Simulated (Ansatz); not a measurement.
Cost and result for the atomization energy of C2H5NOS (`C/N=C(/O)S`) (10 atoms, 9 bonds).

```xyz
10

C    -0.831    1.007   -0.346
N    -0.188   -0.211   -0.751
C     0.577   -0.842    0.020
O     1.174   -1.980   -0.373
S     1.076   -0.500    1.679
H    -1.501    0.855    0.511
H    -1.435    1.385   -1.171
H    -0.107    1.789   -0.080
H     0.877   -2.129   -1.281
H     0.357    0.626    1.791
```

The species carries charge 0 and has multiplicity 1. The structure was optimised at the PBE0-D4/def2-TZVP level. It is one conformer, not always the lowest. Program: Ansatz. All runs use 4 threads of an Intel Xeon 6975P-C on a shared host. Times are those of one run each, without the atoms' runs, and a repeat can differ threefold. Electronic energies, without spin–orbit coupling; frozen cores. CCSD(T)/CBS adds CCSD(T) − MP2 in def2-TZVPP to the MP2 limit, and its time is that of the two runs behind it. T1 = 0.014. B3LYP takes the VWN-RPA correlation (the form of Gaussian; ORCA's B3LYP/G). HSE06 is the plane-wave form, built on full-range PBE exchange.

CCSD(T)/CBS is a level of theory with its own doubt, some kJ/mol a heavy atom from the limit and from the frozen cores, so smaller differences don't rank the functionals.

| level | functions | wall time |
| --- | --- | --- |
| LDA (SPW92)/def2-TZVPP | 236 | 0.65 s |
| revPBE-D4/def2-TZVPP | 236 | 0.85 s |
| PBE0-D4/def2-TZVPP | 236 | 1.4 s |
| HSE06-D4/def2-TZVPP | 236 | 1.4 s |
| CAM-B3LYP-D4/def2-TZVPP | 236 | 1.6 s |
| CCSD(T)/def2-SVP | 99 | 1.9 s |
| r2SCANh-D4/def2-TZVPP | 236 | 1.9 s |
| B3LYP-D4/def2-TZVPP (with forces) | 236 | 2 s |
| B2PLYP/def2-TZVPP | 236 | 2.4 s |
| B97M-V/def2-TZVPP | 236 | 2.6 s |
| MP2/def2-QZVPP | 448 | 10 s |
| CCSD(T)/def2-TZVPP | 236 | 29 s |
| CCSD(T)/CBS(def2) | – | 39 s |

**Question.** What atomization energy does each give, and how far from CCSD(T)/CBS? (An estimate is asked.)

**Answer.** The calculation gave: 
| level | atomization (kJ/mol) | difference from CCSD(T)/CBS | per bond |
| --- | --- | --- | --- |
| LDA (SPW92)/def2-TZVPP | 4485.9 | 698.0 | 77.6 |
| revPBE-D4/def2-TZVPP | 3831.9 | 44.0 | 4.9 |
| PBE0-D4/def2-TZVPP | 3823.9 | 36.0 | 4.0 |
| HSE06-D4/def2-TZVPP | 3827.9 | 40.0 | 4.4 |
| CAM-B3LYP-D4/def2-TZVPP | 3810.8 | 22.9 | 2.5 |
| CCSD(T)/def2-SVP | 3554.4 | -233.5 | -25.9 |
| r2SCANh-D4/def2-TZVPP | 3772.8 | -15.1 | -1.7 |
| B3LYP-D4/def2-TZVPP (with forces) | 3802.1 | 14.2 | 1.6 |
| B2PLYP/def2-TZVPP | 3753.4 | -34.5 | -3.8 |
| B97M-V/def2-TZVPP | 3809.1 | 21.2 | 2.4 |
| MP2/def2-QZVPP | 3829.5 | 41.6 | 4.6 |
| CCSD(T)/def2-TZVPP | 3669.8 | -118.1 | -13.1 |
| CCSD(T)/CBS(def2) | 3787.9 | 0.0 | 0.0 |

From r2SCAN to r2SCAN0 (25 % exact exchange), in def2-TZVPP and without D4, the atomization energy moves by −94.5 kJ/mol: exact exchange takes away binding that semilocal exchange gives to molecules. In def2-TZVPP, CCSD(T) changes the Hartree–Fock value by +1133.2 kJ/mol (the triples alone add +80.9 kJ/mol) and MP2 by +1223.3 kJ/mol; breaking electron pairs costs correlation energy, which Hartree–Fock lacks. The D4 term adds +33.2 kJ/mol with B3LYP and +17.2 kJ/mol with PBE0; it sums over pairs of atoms, weighted by their polarisabilities, and B3LYP, whose exchange is more repulsive, gets the larger term.
